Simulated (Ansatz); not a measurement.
Reaction: HOCl (SMILES OCl) → HO (SMILES [OH], doublet) + Cl (doublet) (the Cl-O bond breaks)
Each species at its own B3LYP-D3(BJ)/def2-TZVP minimum (Ansatz, an electronic-structure program).

Total energies in hartree (Ansatz). UHF or UKS for unpaired electrons; spin-orbit terms are left out. Cores are frozen in correlated methods. No relativity.

```csv
species,HF/cc-pV(T+d)Z,CCSD(T)/cc-pV(T+d)Z,HF/cc-pV(Q+d)Z,CCSD(T)/cc-pV(Q+d)Z,CCSDT(Q)/cc-pV(T+d)Z
1: HOCl (SMILES OCl),-534.92059,-535.39768,-534.93096,-535.44656,-535.39929
"2: HO (SMILES [OH], doublet)",-75.41896,-75.63769,-75.42557,-75.66159,-75.63817
3: Cl (doublet),-459.48556,-459.67356,-459.48916,-459.69449,-459.67440
```

Question: Work out the bond dissociation energy (electronic) in kcal/mol: take Hartree-Fock from cc-pV(Q+d)Z, extrapolate the CCSD(T) correlation energy as X^-3 (X = 3, 4), and add CCSDT(Q) - CCSD(T) in cc-pV(T+d)Z. 1 hartree = 627.51 kcal/mol.

Answer: 
Species 1: correlation (64·(-0.51560) - 27·(-0.47709))/37 = -0.54370; step -0.00161; E1 = -534.93096 + (-0.54370) + (-0.00161) = -535.47627
Species 2: correlation (64·(-0.23602) - 27·(-0.21873))/37 = -0.24864; step -0.00048; E2 = -75.42557 + (-0.24864) + (-0.00048) = -75.67469
Species 3: correlation (64·(-0.20533) - 27·(-0.18800))/37 = -0.21798; step -0.00084; E3 = -459.48916 + (-0.21798) + (-0.00084) = -459.70798
-1·E1 +1·E2 +1·E3 = 0.09360 hartree = 58.7 kcal/mol.
